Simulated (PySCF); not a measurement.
# Butane, 1-chloro- (C4H9Cl): NMR shifts at several levels of theory, part 3 of 3

PySCF 2.14.0. Atoms count from 0.

### 11 NMR shieldings: B97-D/pcSseg-1

What the job is given:

```
{"job": {"kind": "nmr", "xc": "B97-D", "basis": "pcSseg-1", "pop": false}, "charge": 0, "multiplicity": 1}
C     -1.962884     0.003975    -0.280768
C     -0.487072    -0.024638    -0.645182
C      0.425657     0.049910     0.573235
C      1.889175    -0.043765     0.203764
Cl     2.945472     0.053112     1.645147
H     -2.233360    -0.854101     0.354608
H     -2.601069    -0.030111    -1.176421
H     -2.218454     0.919394     0.276379
H     -0.263393    -0.943869    -1.214927
H     -0.255896     0.813765    -1.325876
H      0.181541    -0.760879     1.280314
H      0.254316     0.994586     1.116390
H      2.188392     0.774543    -0.466572
H      2.118143    -0.995737    -0.296879
```

Level: GIAO B97-D/pcSseg-1 NMR shielding, non-relativistic, gas phase.

Output:

```text
coarse grid: 11552 points
cycle   1  E = -617.8400058644  dE =  1.096e-01  |g| = 4.717e-01  |ddm| = 3.148e+00
cycle   2  E = -617.7820537695  dE =  5.795e-02  |g| = 6.704e-01  |ddm| = 1.110e+00
cycle   3  E = -617.9019099000  dE = -1.199e-01  |g| = 7.055e-02  |ddm| = 6.567e-01
cycle   4  E = -617.9030907590  dE = -1.181e-03  |g| = 1.934e-02  |ddm| = 1.054e-01
cycle   5  E = -617.9031655216  dE = -7.476e-05  |g| = 5.511e-03  |ddm| = 2.422e-02
cycle   6  E = -617.9031716167  dE = -6.095e-06  |g| = 2.367e-03  |ddm| = 6.373e-03
final grid: 104928 points
cycle   7  E = -617.9149129022  dE = -5.115e-05  |g| = 1.626e-02  |ddm| = 3.674e-02
cycle   8  E = -617.9147878557  dE =  1.250e-04  |g| = 2.680e-02  |ddm| = 4.091e-02
cycle   9  E = -617.9149682584  dE = -1.804e-04  |g| = 2.321e-03  |ddm| = 2.854e-02
cycle  10  E = -617.9149695226  dE = -1.264e-06  |g| = 6.290e-04  |ddm| = 2.544e-03
cycle  11  E = -617.9149696229  dE = -1.003e-07  |g| = 1.238e-04  |ddm| = 6.459e-04
cycle  12  E = -617.9149696264  dE = -3.513e-09  |g| = 2.562e-05  |ddm| = 1.277e-04
cycle  13  E = -617.9149696266  dE = -1.697e-10  |g| = 6.216e-06  |ddm| = 3.501e-05
converged SCF energy = -617.9149696266

GIAO shielding tensors (ppm)
atom      isotropic    diamagn.    paramagn.     s11        s22        s33       span
  0 C      161.849     244.982     -83.133    150.517    154.883    180.147     29.630
  1 C      152.954     247.556     -94.602    142.612    151.180    165.070     22.458
  2 C      137.889     248.227    -110.337    112.076    133.962    167.630     55.555
  3 C      127.396     244.984    -117.588     95.547    125.916    160.727     65.180
  4 Cl     819.197    1145.886    -326.689    630.019    742.359   1085.214    455.195
  5 H       30.429      29.424       1.005     26.655     28.740     35.892      9.237
  6 H       30.151      27.920       2.231     25.930     27.566     36.958     11.028
  7 H       30.426      29.400       1.026     26.637     28.780     35.860      9.224
  8 H       30.289      31.641      -1.353     25.622     30.470     34.775      9.153
  9 H       30.224      31.564      -1.339     25.605     30.242     34.826      9.221
 10 H       29.914      31.545      -1.631     25.758     31.465     32.519      6.761
 11 H       29.861      31.474      -1.612     25.783     31.270     32.531      6.749
 12 H       28.099      29.010      -0.910     22.242     29.036     33.020     10.778
 13 H       28.105      29.033      -0.928     22.273     29.002     33.041     10.768
```

It took 13 s on 1 thread of Arm Neoverse V2, shared host; peak memory 0.6 GiB.

Key values: δ C3 51.8, C2 41.3, C1 26.2, C0 17.3, H12 3.31, H10 1.52 ppm (means over like atoms).

### 12 NMR shieldings: B3LYP/pcSseg-1

Same as in step 11 but for these lines:

```diff
@@ -1,2 +1,2 @@
-{"job": {"kind": "nmr", "xc": "B97-D", "basis": "pcSseg-1", "pop": false}, "charge": 0, "multiplicity": 1}
+{"job": {"kind": "nmr", "xc": "B3LYP", "basis": "pcSseg-1", "pop": false}, "charge": 0, "multiplicity": 1}
 C     -1.962884     0.003975    -0.280768
```

With the program's defaults for keys left out, this is: GIAO B3LYP/pcSseg-1 NMR shielding, non-relativistic, gas phase.

Output:

```text
coarse grid: 11552 points
cycle   1  E = -617.9602802371  dE =  2.059e-01  |g| = 3.816e-01  |ddm| = 3.091e+00
cycle   2  E = -617.9494103005  dE =  1.087e-02  |g| = 4.461e-01  |ddm| = 7.638e-01
cycle   3  E = -618.0005016949  dE = -5.109e-02  |g| = 4.059e-02  |ddm| = 3.955e-01
cycle   4  E = -618.0008543126  dE = -3.526e-04  |g| = 1.725e-02  |ddm| = 5.930e-02
cycle   5  E = -618.0009167488  dE = -6.244e-05  |g| = 3.474e-03  |ddm| = 1.631e-02
cycle   6  E = -618.0009190347  dE = -2.286e-06  |g| = 1.698e-03  |ddm| = 4.723e-03
final grid: 104928 points
cycle   7  E = -618.0360799543  dE = -2.344e-05  |g| = 7.663e-03  |ddm| = 2.172e-02
cycle   8  E = -618.0360659645  dE =  1.399e-05  |g| = 1.061e-02  |ddm| = 1.548e-02
cycle   9  E = -618.0360949919  dE = -2.903e-05  |g| = 6.193e-04  |ddm| = 9.716e-03
cycle  10  E = -618.0360950802  dE = -8.826e-08  |g| = 1.787e-04  |ddm| = 7.492e-04
cycle  11  E = -618.0360950876  dE = -7.448e-09  |g| = 3.737e-05  |ddm| = 1.461e-04
cycle  12  E = -618.0360950879  dE = -3.222e-10  |g| = 1.066e-05  |ddm| = 4.724e-05
converged SCF energy = -618.0360950879

GIAO shielding tensors (ppm)
atom      isotropic    diamagn.    paramagn.     s11        s22        s33       span
  0 C      162.466     244.414     -81.949    150.884    155.783    180.730     29.845
  1 C      153.579     246.911     -93.332    143.120    151.878    165.739     22.619
  2 C      137.686     247.526    -109.841    110.807    133.818    168.432     57.624
  3 C      127.957     244.232    -116.275     95.895    126.476    161.501     65.606
  4 Cl     830.273    1145.035    -314.763    642.229    760.491   1088.098    445.869
  5 H       30.416      29.281       1.134     26.506     28.700     36.041      9.536
  6 H       30.146      27.874       2.271     25.794     27.498     37.145     11.351
  7 H       30.412      29.258       1.154     26.487     28.741     36.008      9.521
  8 H       30.325      31.521      -1.196     25.544     30.463     34.967      9.424
  9 H       30.258      31.445      -1.187     25.527     30.232     35.015      9.488
 10 H       29.927      31.365      -1.438     25.639     31.460     32.684      7.046
 11 H       29.875      31.298      -1.424     25.664     31.265     32.695      7.031
 12 H       28.152      28.882      -0.730     22.215     29.093     33.148     10.933
 13 H       28.158      28.901      -0.743     22.246     29.058     33.171     10.925
```

Run time: 8.3 s. Hardware: 1 thread of Arm Neoverse V2, shared host; peak memory 0.72 GiB.

This run: δ C3 51.3, C2 41.5, C1 25.7, C0 16.8, H12 3.23, H10 1.48 ppm (means over like atoms).

### 13 Shielding tensors: PBE0/pcSseg-1

Same as in step 12 but for these lines:

```diff
@@ -1,2 +1,2 @@
-{"job": {"kind": "nmr", "xc": "B3LYP", "basis": "pcSseg-1", "pop": false}, "charge": 0, "multiplicity": 1}
+{"job": {"kind": "nmr", "xc": "PBE0", "basis": "pcSseg-1", "pop": false}, "charge": 0, "multiplicity": 1}
 C     -1.962884     0.003975    -0.280768
```

Level: GIAO PBE0/pcSseg-1 NMR shielding, non-relativistic, gas phase.

Output:

```text
coarse grid: 11552 points
cycle   1  E = -617.6011102799  dE =  2.344e-01  |g| = 3.343e-01  |ddm| = 3.067e+00
cycle   2  E = -617.5991243952  dE =  1.986e-03  |g| = 3.641e-01  |ddm| = 6.544e-01
cycle   3  E = -617.6324719437  dE = -3.335e-02  |g| = 3.524e-02  |ddm| = 3.200e-01
cycle   4  E = -617.6327238431  dE = -2.519e-04  |g| = 1.598e-02  |ddm| = 4.630e-02
cycle   5  E = -617.6327792624  dE = -5.542e-05  |g| = 3.627e-03  |ddm| = 1.443e-02
cycle   6  E = -617.6327822093  dE = -2.947e-06  |g| = 1.505e-03  |ddm| = 5.283e-03
final grid: 104928 points
cycle   7  E = -617.6624797656  dE = -2.710e-05  |g| = 8.850e-03  |ddm| = 2.277e-02
cycle   8  E = -617.6624689689  dE =  1.080e-05  |g| = 1.085e-02  |ddm| = 1.647e-02
cycle   9  E = -617.6624997464  dE = -3.078e-05  |g| = 8.732e-04  |ddm| = 9.793e-03
cycle  10  E = -617.6624998909  dE = -1.445e-07  |g| = 2.135e-04  |ddm| = 1.116e-03
cycle  11  E = -617.6624999016  dE = -1.073e-08  |g| = 5.117e-05  |ddm| = 1.968e-04
cycle  12  E = -617.6624999022  dE = -6.055e-10  |g| = 1.148e-05  |ddm| = 5.546e-05
converged SCF energy = -617.6624999022

GIAO shielding tensors (ppm)
atom      isotropic    diamagn.    paramagn.     s11        s22        s33       span
  0 C      168.322     245.398     -77.077    157.097    161.998    185.870     28.773
  1 C      160.371     247.618     -87.247    150.050    158.828    172.234     22.184
  2 C      145.083     248.305    -103.222    118.937    141.440    174.873     55.936
  3 C      134.894     244.736    -109.842    103.295    133.324    168.062     64.766
  4 Cl     850.107    1144.768    -294.661    671.906    787.813   1090.602    418.695
  5 H       30.325      29.086       1.239     26.197     28.524     36.255     10.058
  6 H       30.051      27.864       2.187     25.484     27.259     37.409     11.925
  7 H       30.321      29.066       1.254     26.177     28.565     36.220     10.042
  8 H       30.246      31.380      -1.134     25.236     30.277     35.225      9.989
  9 H       30.178      31.312      -1.134     25.217     30.044     35.273     10.056
 10 H       29.844      31.194      -1.351     25.292     31.287     32.953      7.661
 11 H       29.791      31.136      -1.345     25.318     31.090     32.964      7.646
 12 H       28.075      28.660      -0.585     21.998     29.001     33.225     11.227
 13 H       28.082      28.673      -0.591     22.032     28.965     33.249     11.216
```

It took 8.3 s on 1 thread of Arm Neoverse V2, shared host; peak memory 0.72 GiB.

Key values: δ C3 49.5, C2 39.3, C1 24.0, C0 16.1, H12 3.19, H10 1.45 ppm (means over like atoms).

### 14 NMR shieldings: mPW1PW91/pcSseg-1

Same as in step 13 but for these lines:

```diff
@@ -1,2 +1,2 @@
-{"job": {"kind": "nmr", "xc": "PBE0", "basis": "pcSseg-1", "pop": false}, "charge": 0, "multiplicity": 1}
+{"job": {"kind": "nmr", "xc": "mPW1PW91", "basis": "pcSseg-1", "pop": false}, "charge": 0, "multiplicity": 1}
 C     -1.962884     0.003975    -0.280768
```

Level: GIAO mPW1PW91/pcSseg-1 NMR shielding, non-relativistic, gas phase.

Output:

```text
coarse grid: 11552 points
cycle   1  E = -617.9372967342  dE =  2.333e-01  |g| = 3.374e-01  |ddm| = 3.070e+00
cycle   2  E = -617.9357514703  dE =  1.545e-03  |g| = 3.650e-01  |ddm| = 6.627e-01
cycle   3  E = -617.9691640976  dE = -3.341e-02  |g| = 3.571e-02  |ddm| = 3.229e-01
cycle   4  E = -617.9694219160  dE = -2.578e-04  |g| = 1.625e-02  |ddm| = 4.627e-02
cycle   5  E = -617.9694792988  dE = -5.738e-05  |g| = 3.713e-03  |ddm| = 1.467e-02
cycle   6  E = -617.9694824286  dE = -3.130e-06  |g| = 1.496e-03  |ddm| = 5.400e-03
final grid: 104928 points
cycle   7  E = -617.9990795004  dE = -2.895e-05  |g| = 6.571e-03  |ddm| = 2.136e-02
cycle   8  E = -617.9990736037  dE =  5.897e-06  |g| = 8.062e-03  |ddm| = 1.236e-02
cycle   9  E = -617.9990905998  dE = -1.700e-05  |g| = 6.431e-04  |ddm| = 7.279e-03
cycle  10  E = -617.9990906762  dE = -7.636e-08  |g| = 1.759e-04  |ddm| = 8.327e-04
cycle  11  E = -617.9990906833  dE = -7.136e-09  |g| = 4.859e-05  |ddm| = 1.721e-04
cycle  12  E = -617.9990906839  dE = -5.504e-10  |g| = 9.412e-06  |ddm| = 4.905e-05
converged SCF energy = -617.9990906839

GIAO shielding tensors (ppm)
atom      isotropic    diamagn.    paramagn.     s11        s22        s33       span
  0 C      167.313     245.368     -78.055    156.231    161.051    184.658     28.427
  1 C      159.514     247.784     -88.271    149.334    157.906    171.300     21.967
  2 C      144.437     248.519    -104.082    118.574    140.746    173.991     55.417
  3 C      133.889     244.812    -110.923    102.300    132.271    167.096     64.796
  4 Cl     848.626    1144.962    -296.337    670.305    784.726   1090.846    420.541
  5 H       30.375      29.145       1.229     26.269     28.589     36.266      9.997
  6 H       30.105      27.900       2.205     25.575     27.323     37.416     11.841
  7 H       30.370      29.125       1.245     26.249     28.630     36.231      9.982
  8 H       30.302      31.471      -1.169     25.319     30.339     35.247      9.928
  9 H       30.235      31.403      -1.167     25.302     30.108     35.296      9.994
 10 H       29.896      31.286      -1.391     25.345     31.355     32.987      7.643
 11 H       29.844      31.227      -1.383     25.373     31.160     32.999      7.626
 12 H       28.128      28.717      -0.589     22.073     29.053     33.259     11.186
 13 H       28.136      28.731      -0.596     22.106     29.018     33.282     11.176
```

It took 8.5 s on 1 thread of Arm Neoverse V2, shared host; peak memory 0.72 GiB.

In short: δ C3 49.7, C2 39.1, C1 24.0, C0 16.2, H12 3.19, H10 1.45 ppm (means over like atoms).

### 15 Run by run: NMR shifts

Shifts (ppm) of some atoms, chosen among heavy atoms and hydrogens apart, means over like atoms, with basis size and wall time:

```csv
run,C3,C2,C1,C0,H12,H8,Cl4,functions,time
HF/pcSseg-1,45.1,35.4,21.3,15.7,3.06,0.91,36,137,3.9 s
LDA/pcSseg-1,52.0,42.4,24.6,15.0,3.34,1.15,130,137,11 s
PBE/pcSseg-1,51.4,41.9,25.9,16.6,3.28,1.14,117,137,13 s
BLYP/pcSseg-1,53.0,43.8,27.4,17.4,3.30,1.16,119,137,13 s
BP86/pcSseg-1,51.6,41.6,25.6,16.7,3.29,1.13,113,137,13 s
OPBE/pcSseg-1,49.6,38.2,24.8,16.6,3.23,1.12,103,137,13 s
KT2/pcSseg-1,49.9,41.6,25.4,16.5,3.29,1.12,109,137,13 s
KT3/pcSseg-1,50.2,40.8,26.2,17.2,3.25,1.13,104,137,13 s
B97-D/pcSseg-1,51.8,41.3,26.2,17.3,3.31,1.15,106,137,13 s
B3LYP/pcSseg-1,51.3,41.5,25.7,16.8,3.23,1.09,100,137,8.3 s
PBE0/pcSseg-1,49.5,39.3,24.0,16.1,3.19,1.05,93,137,8.3 s
mPW1PW91/pcSseg-1,49.7,39.1,24.0,16.2,3.19,1.05,91,137,8.5 s
measured,–,–,–,–,3.42,1.41,–,–,–
```

Measured: solution, not stated per compound (mostly CDCl3 or CCl4); Pretsch, Buehlmann, Badertscher, Structure Determination of Organic Compounds, 4th ed. (2009).

### 16 Results

The summary covers parts 1 to 3.

| quantity | value |
| --- | --- |
| rotational constants (main isotopes) | 16.95, 1.32, 1.26 GHz |
| ¹³C shifts against TMS (HF/pcSseg-1) | 45.1, 35.4, 21.3, 15.7 ppm |
| ¹H shifts against TMS (HF/pcSseg-1, means over atoms taken as alike) | 3.06, 1.38, 1.08, 0.91 ppm |
| ³⁵Cl shifts against HCl (HF/pcSseg-1) | 36 ppm |
| measured, and computed on the same scale | H12 δ 3.42, 3.06; H10 δ 1.68, 1.38; H8 δ 1.41, 0.91; H5 δ 0.92, 1.08 ppm |
| range of the shift of Cl4 | 36 to 130 ppm |

What this shows: Single values in the summary come from the first run of each kind that ended normally (HF/pcSseg-1), which need not be the best level. The start was shaken at random, so part of the energy gained undoes that. The optimisation took 5 steps and gained 0.947 eV; among the close pairs (by a distance rule), C2–C3 changed most, from 1.675 to 1.512 Å. The most deshielded carbon is C3 (sp3 CH2 bonded to Cl), at 45.1 ppm: pulled downfield by the heteroatom. H12, H13 (mean) (hydrogen on an sp3 CH2 bonded to Cl) lies farthest downfield among hydrogen, at 3.06 ppm; its carbon carries Cl, hence the downfield position. Vibration, temperature and solvent are missing from the calculation, and it holds one conformer, so part of the miss against the measured shifts is not the functional's. Across the 12 runs the shift of Cl4 moves most, between 36 (HF/pcSseg-1) and 130 ppm (LDA/pcSseg-1). One molecule ranks no method: errors cancel, and vibration and temperature are missing from all runs.
